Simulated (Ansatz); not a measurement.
Species: CH3, charge 0, multiplicity 2. SMILES: [CH3]
Geometry from a B3LYP-D3(BJ)/def2-TZVP (Ansatz, a quantum-chemistry and plane-wave program) optimisation:
```
C
H 1 1.0789
H 1 1.0789 2 120.00
H 1 1.0789 2 120.00 3 -180.00
```
Charge 0, spin multiplicity 2.

Parts of the frozen-core correlation energy in cc-pVDZ (Ansatz, hartree). Frozen orbitals: 1; correlated occupied orbitals by spin: 4 and 3; virtual: 24 and 25. Open shells are spin-unrestricted. Spin-orbit coupling is left out. Non-relativistic.

| term | value |
|---|---|
| reference (HF) | -39.56381 |
| MP2 opposite-spin | (withheld) |
| MP2 same-spin | -0.02450 |
| CCSD correlation | (withheld) |
| (T) | (withheld) |
| CCSDT minus CCSD(T) | -0.00040 |
| CCSDT(Q) minus CCSD(T) | -0.00052 |
| T1 diagnostic | 0.007 |
| largest doubles amplitude | 0.042 |
| <S^2> of the reference | 0.761 |

Fill in the missing entries.


- MP2 opposite-spin, value: -0.10209
- CCSD correlation, value: -0.14943
- (T), value: -0.00259
